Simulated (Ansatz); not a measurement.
**AlH₂S− (SMILES [AlH2][S-]): one structure at several levels**

One table from this session's results is given with a row withheld; the runs are named, their logs left out.

Method: single points in def2-TZVPPD; program: Ansatz 0.2.0, Gaussian basis.

Correlated methods freeze the cores.

## The system as given

SMILES `[AlH2][S-]`, 4 atoms, charge -1, spin multiplicity 1.

Atoms are counted from 1 here; the program's logs count them from 0.

Bond lengths: Al1–S2 1.980 Å, Al1–H3 1.768 Å, Al1–H4 1.552 Å. Angles: S2–Al1–H3 132.7°, S2–Al1–H4 136.0°, H3–Al1–H4 90.5°.

As a file:

```
Al    0.0203    0.0220    0.0764
S     1.3646   -0.2313    1.5080
H    -1.4161   -0.8946   -0.3949
H    -0.0941    0.8858   -1.2085
```

Set-up of the first run:

run/in.yaml

```yaml
crystal:
  periodic: [false, false, false]
  atoms:
    - {symbol: Al, position_ang: [0.020300, 0.022000, 0.076400]}
    - {symbol: S, position_ang: [1.364600, -0.231300, 1.508000]}
    - {symbol: H, position_ang: [-1.416100, -0.894600, -0.394900]}
    - {symbol: H, position_ang: [-0.094100, 0.885800, -1.208500]}
basis:
  gaussian: {orbitals: "def2-TZVPPD.json"}
total_charge: -1
correlation: {method: ccsd_t}
output: {forces: true}
```

The basis file named in the input lies beside it (Basis Set Exchange, JSON).

The command line of these runs was not kept.

Among the steps run: CCSD(T)/def2-TZVPPD; PBE0-D4/def2-TZVPPD; wB97M-V/def2-TZVPPD; r2SCAN-D4/def2-TZVPPD; PBE-D4/def2-TZVPPD; wB97X-V/def2-TZVPPD; r2SCANh-D4/def2-TZVPPD.

One table of the session follows, with a row left open; its other results are not shown here.

| method | RMS force component (eV/Å) | angle to CCSD(T) forces (°) |
| --- | --- | --- |
| CCSD(T) | 1.430 | reference |
| PBE0-D4 | ? | ? |
| wB97M-V | 1.304 | 2.9 |
| r2SCAN-D4 | 1.326 | 2.0 |
| PBE-D4 | 1.356 | 3.4 |
| wB97X-V | 1.286 | 3.8 |
| r2SCANh-D4 | 1.310 | 2.6 |

**Question.** Estimate the row for PBE0-D4.

As computed: RMS force component (eV/Å): 1.294; angle to CCSD(T) forces (°): 2.8. In the column «RMS force component (eV/Å)» it lies between wB97X-V (1.286) and wB97M-V (1.304).
